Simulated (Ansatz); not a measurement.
# How far each method lies from full CI for AlH⁺, doublet

Geometry: a PBE0/def2-TZVP stationary point for this spin.

```xyz
2

Al    0.0000    0.0000    0.0000
H     0.0000    0.0000    1.6190
```

Basis cc-pVQZ; Ansatz 0.2.0. Only valence electrons are correlated (noble-gas cores frozen), which leaves 3 electrons in 84 orbitals. Prefix R: restricted or restricted open-shell reference; prefix U: unrestricted. Active spaces: valence = (3e, 5o) chosen from the atoms' valence shells.

Full CI is exact within this basis and frozen core; it isn't the basis-set limit. The frozen core follows each run's orbitals, which can shift R against U totals by a few meV.

- UHF ⟨S²⟩: 0.779
- T1 diagnostic (RCCSD): 0.0490
- largest doubles amplitude (RCCSD): 0.074
- T1 diagnostic (UCCSD): 0.0221

| level | E − E(RHF) (eV) |
| --- | --- |
| UHF | -0.1184 |
| RMP2 | -1.0563 |
| UMP2 | -1.0820 |
| RCCSD | -1.3995 |
| UCCSD | -1.4078 |
| RCCSD(T) | -1.4234 |
| UCCSD(T) | -1.4256 |

(1) Estimate how far full CI in cc-pVQZ lies from RCCSD(T). The table doesn't fix it; the size of (T) and the diagnostics are the guide.

(1) Full CI in cc-pVQZ lies 0.7 kJ/mol below RCCSD(T), which is 31 % of the (T) step (-2.3 kJ/mol). T1 is raised, and the rest is a large part of (T).

The other levels:

| level | E − E(full CI) (kJ/mol) | share of correlation (%) | wall time |
| --- | --- | --- | --- |
| BCCD(T) | 0.6 | 99.53 | 3.1 s |
| RCCSDT | 0.0 | 100.00 | 43 s |
| UCCSDT | -0.1 | 100.09 | 43 s |
| CASSCF (valence space) | 58.2 | 57.85 | – |
| NEVPT2 (valence space) | 15.1 | 89.09 | 2.4 s |
| MRCISD (valence space) | 1.1 | 99.19 | – |
| MRCISD+Q (valence space) | 0.3 | 99.77 | 3.8 s |

The correlation energy at full CI, counted from RHF, is -1.431 eV. That run took 7 s on 1 thread of Arm Neoverse V1, shared host over 76,124 determinants.

Times hold each run's SCF and search for its determinant on a shared host, so for small cases they say little of a method's own cost; they ran on 1 thread of Arm Neoverse V1.

The full-CI state has the irrep A1 of C2v, in the program's axes (one component, if the state is degenerate).

Natural occupations of full CI about the gap: 1.929 0.988 0.028 0.017 0.017 0.005 0.005 0.005 0.001 0.001; effectively unpaired electrons, Σ n²(2−n)², 1.02.
